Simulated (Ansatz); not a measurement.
**NS+ (singlet): wave-function methods side by side, 6-31G**

Aim: climb from Hartree-Fock through coupled cluster and multireference methods for NS+ (singlet) at one geometry and basis, and see what each rung misses.

Program: Ansatz 0.2.0, Gaussian basis. Level of theory: 6-31G, core rule «outside noble gas», up to 6 orbitals frozen. These are calculated values, not measurements.

The runs, in order: UHF; CCSD(T) on RHF; CCSD(T) on UHF; BCCD(T) on RHF; CISD; CCSDT(Q) on RHF; CCSDT(Q) on UHF; CISDTQ; CCSDTQ on RHF; CCSDTQ on UHF; CASSCF and MRCISD+Q, 10 electrons in 8 orbitals; CASSCF and NEVPT2, 10 electrons in 8 orbitals; Full CI.

8 further runs of the same task are left out: 1 that didn't finish, 7 set aside as unsound or not needed.

**1. What is computed**

The geometry is a PBE0/def2-TZVP stationary point (not a proven minimum) of the parent state, kept for this charge and spin.

2 atoms, charge 1, spin multiplicity 1.

Atoms are counted from 1 here; the program's logs count them from 0.

Bond lengths: N1–S2 1.595 Å.

**2. UHF**

The input, in.yaml:

```yaml
crystal:
  periodic: [false, false, false]
  atoms:
    - {symbol: N, position_ang: [0.000000, 0.000000, 0.000000]}
    - {symbol: S, position_ang: [0.000000, 0.000000, 1.594600]}
basis:
  gaussian: {orbitals: 6-31G}
total_charge: 1
magnetization: {spin_polarized: true, initial_magnetization: 0}
hamiltonian: {xc: hf}
output: {orbitals: {seedname: orbitals}}
```

Started as:

```sh
$ ansatz run in.yaml --threads 1 --pin off --events-out ev --progress --plain --max-ram 2393MiB
```

The runs that follow: CCSD(T) on RHF; CCSD(T) on UHF; BCCD(T) on RHF; CISD; CCSDT(Q) on RHF; CCSDT(Q) on UHF; CISDTQ; CCSDTQ on RHF; CCSDTQ on UHF; CASSCF and MRCISD+Q, 10 electrons in 8 orbitals; CASSCF and NEVPT2, 10 electrons in 8 orbitals; Full CI.

Before running them: what should the planned runs give, taken together? Wanted: FCI below the RHF energy; RMP2 from FCI; UMP2 from FCI; RCCSD from FCI; RCCSD(T) from FCI; UCCSD(T) from FCI; RCCSDT(Q) from FCI; UCCSDT(Q) from FCI; NEVPT2 valence from FCI.

As calculated:

| quantity | value |
| --- | --- |
| FCI below the RHF energy | -6.9466 eV |
| RMP2 from FCI | -13.27 kcal/mol |
| UMP2 from FCI | +52.29 kcal/mol |
| RCCSD from FCI | +10.71 kcal/mol |
| RCCSD(T) from FCI | +2.69 kcal/mol |
| UCCSD(T) from FCI | +4.38 kcal/mol |
| RCCSDT(Q) from FCI | -0.18 kcal/mol |
| UCCSDT(Q) from FCI | +1.09 kcal/mol |
| NEVPT2 valence from FCI | +7.51 kcal/mol |
| MRCISD+Q valence from FCI | +0.29 kcal/mol |
| levels within 1 kcal/mol (43 meV) | RCCSDT(Q), RCCSDTQ, UCCSDTQ, MRCISD valence, MRCISD+Q valence |
| T1 diagnostic | 0.031 |
| effectively unpaired electrons | 0.35 |

What this shows: RCCSD(T) misses by +2.69 kcal/mol, 1.7 % of the correlation energy. CCSD(T) misses by +2.69 kcal/mol on the restricted determinant and by +4.38 kcal/mol on the unrestricted one; the two need not hold the same state or core. RMP2, RCCSDT(Q) fall below full CI, which methods that aren't variational can do. The occupations show some static correlation. Of the multireference levels listed MRCISD+Q valence comes nearest in total energy (+0.29 kcal/mol), which doesn't show that its space is the better one. These misses are within one basis, not against nature.
